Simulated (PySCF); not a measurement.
C₃H₆O, SMILES CC(C)=O.

The structure is a stationary point at PBE0-D3(BJ)/def2-SVP.

The numbers are results of PySCF with B3LYP/def2-TZVP, not measurements.

| Quantity | Value |
|---|---|
| total energy | -193.23802 hartree |
| point group | C2v |
| highest occupied level | -7.00 eV |
| lowest empty level | -0.64 eV |
| orbital gap | 6.36 eV |
| dipole moment | 2.98 D |
| quadrupole, principal values (traceless, Buckingham form, about the centre of nuclear charge) | -4.96, 2.20, 2.76 D·Å |
| mean static polarisability | 40.2 bohr³ (5.96 Å³) |
| polarisability, principal values | 32.5, 43.4, 44.9 bohr³ |
